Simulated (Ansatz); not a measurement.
## Bi (model structure, started from the bcc type, Im-3m, No. 229, 1 atom in the cell)

These are PBEsol (Ansatz, a first-principles code, plane waves, PAW) values and carry that method's errors.

Numerical settings: plane-wave cutoff 500 eV, 26×26×26 k mesh, Fermi–Dirac smearing 0.1 eV, scalar-relativistic PAW data made under PBE.

Cell (relaxed at this level):

```xyz
1
Lattice="-1.9579 1.9579 1.9579 1.9579 -1.9579 1.9579 1.9579 1.9579 -1.9579" Properties=species:S:1:pos:R:3 pbc="T T T"
Bi     0.0000     0.0000     0.0000
```

- band gap = zero (no gap)

Note: the relaxation could raise the start's symmetry but not lower it, so the cell can be a saddle point.

Spin–orbit coupling is not included; it can shift volumes and moduli of such heavy elements.

Static lattice: no zero-point or thermal effects.

The result took roughly 40 core-seconds.

A model structure was made by putting elements into a prototype or built by hand; it is no filed structure, need not be a known phase, and can be a saddle point held by its symmetry.
